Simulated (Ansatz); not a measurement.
Ideal-gas functions of `O=[N+][O-]` radical at 500 K and 1 bar, from an Ansatz frequency run at PBE0-D4/def2-TZVP.

Molar mass 46.0 g/mol, point group C2v (symmetry number 2), electronic degeneracy 2, moments of inertia 2.012, 38.152, 40.163 u Å². Harmonic wavenumbers (cm⁻¹, unscaled): 782, 1443, 1783.

Use S(trans) = R[1.5 ln M + 2.5 ln T − 1.1517]; rotational temperatures θ = 24.2544 K / I; S(rot) = R[ln(√π/σ · √(T³/θAθBθC)) + 1.5]; for each mode x = 1.438777 ν̃/T, S = R[x/(eˣ − 1) − ln(1 − e⁻ˣ)] and H = RT x/(eˣ − 1); 1 cm⁻¹ = 0.0119627 kJ/mol; R = 8.31446 J/(mol·K).

Q: By hand: the entropy, in J/(mol·K).

A: Translation 167.4. Rotation: θ = 12.0549, 0.6357, 0.6039 K, giving 82.6. Vibration, mode by mode: 3.13, 0.68, 0.30, in all 4.1. Electronic 5.8. Sum 259.9 J/(mol·K).

Q: By hand: H − E and G − E in kJ/mol, counted from the electronic energy.

A: Zero-point energy ½ × 4008 × 0.0119627 = 24.0; thermal vibration 1.5; translation, rotation and pV give 4 RT = 16.6. H − E = 42.1 kJ/mol, and G − E = 42.1 − 500 × 259.9/1000 = -87.8 kJ/mol.

Vibration gives 2 % of the entropy.
